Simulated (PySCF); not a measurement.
A GIAO shielding run with PySCF 2.14.0 with density-fitted response routines (density fitting, non-relativistic, gas phase) on `Cn1nccn1`, C3H5N3:

```
$ OMP_NUM_THREADS=1 python probes_run.py task.json out

{"job": {"kind": "nmr", "xc": "wB97X-D", "basis": "pcSseg-2", "pop": false}, "charge": 0, "multiplicity": 1}
C     -1.746439    -0.059951    -0.031971
N     -0.306465    -0.037369    -0.036780
N      0.410102    -1.121085     0.166667
C      1.665916    -0.685954     0.126710
C      1.639509     0.698469    -0.103759
N      0.368725     1.078060    -0.199525
H     -2.136127     0.383297     0.896206
H     -2.063252    -1.105856    -0.103239
H     -2.123375     0.511407    -0.889748
H      2.504929    -1.365957     0.257072
H      2.452904     1.413691    -0.205866
```

Hardware: 1 thread of an x86-64 server CPU, shared host. The job also computes ring-centre shieldings.

Question: How large is the calculation?

Answer: 44 electrons, 286 basis functions and 741 auxiliary functions.

Question: How long does it take?

Answer: 32 s of wall time, with 14 SCF cycles and 6 response iterations. Times on a shared host scatter by some tens of per cent.

Question: And these other runs on the same molecule and hardware: GIAO shielding at B97-2/pcSseg-2; GIAO shielding at BHandHLYP/pcSseg-2; GIAO shielding at CAM-B3LYP/pcSseg-2; GIAO shielding at LC-wPBE/pcSseg-2; GIAO shielding at WP04/pcSseg-2?

Answer: B97-2/pcSseg-2: 286 functions, 22 s; BHandHLYP/pcSseg-2: 286 functions, 23 s; CAM-B3LYP/pcSseg-2: 286 functions, 31 s; LC-wPBE/pcSseg-2: 286 functions, 43 s; WP04/pcSseg-2: 286 functions, 25 s.
